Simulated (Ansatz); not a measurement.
## GaPPt5: computed properties

These are results of Ansatz, DFT PBEsol, scalar-relativistic, plane waves, PAW, not measurements.

Plane waves to 420 eV, a k mesh through Γ of 10×10×6 on the computed 7-atom cell and Gaussian smearing (0.10 eV); no spin polarisation.

The structure is relaxed at this level of theory with its symmetry kept. Whether it is the stable form of this composition wasn't checked.

```cif
data_structure
_symmetry_space_group_name_H-M 'P4/mmm'
_symmetry_Int_Tables_number 123
_cell_length_a 3.8983
_cell_length_b 3.8983
_cell_length_c 6.8490
_cell_angle_alpha 90.000
_cell_angle_beta 90.000
_cell_angle_gamma 90.000
_cell_volume 104.08
loop_
_atom_site_label
_atom_site_type_symbol
_atom_site_symmetry_multiplicity
_atom_site_Wyckoff_symbol
_atom_site_fract_x
_atom_site_fract_y
_atom_site_fract_z
_atom_site_occupancy
Ga1 Ga 1 c 0.50000 0.50000 0.00000 1
P1 P 1 b 0.00000 0.00000 0.50000 1
Pt1 Pt 4 i 0.00000 0.50000 0.29027 1
Pt2 Pt 1 a 0.00000 0.00000 0.00000 1
```

```
Space group                                                       : P4/mmm (No. 123)
Volume per atom                                                   : 14.87 Å³
Formation energy from the elements' standard states (uncorrected) : -0.487 eV/atom
Kohn–Sham band gap                                                : none (metal)
Density of states at the Fermi level                              : 0.98 states/eV per cell
Löwdin character within 0.5 eV of the Fermi level                 : Pt 5d 67 %, Ga 4p 10 %, unprojected 5 %
Bulk modulus                                                      : 245 GPa
Its pressure derivative                                           : 5.2
Bader charges (e)                                                 : Ga (1 in the cell) 0.98, P (1 in the cell) 0.38, Pt (4 in the cell) -0.24, Pt (1 in the cell) -0.39
```

Spin-orbit coupling is left out, which matters for the bands of heavy elements.

Cost: 6 runs of about 15 core-minutes in all, on Arm Neoverse V1 (shared hosts).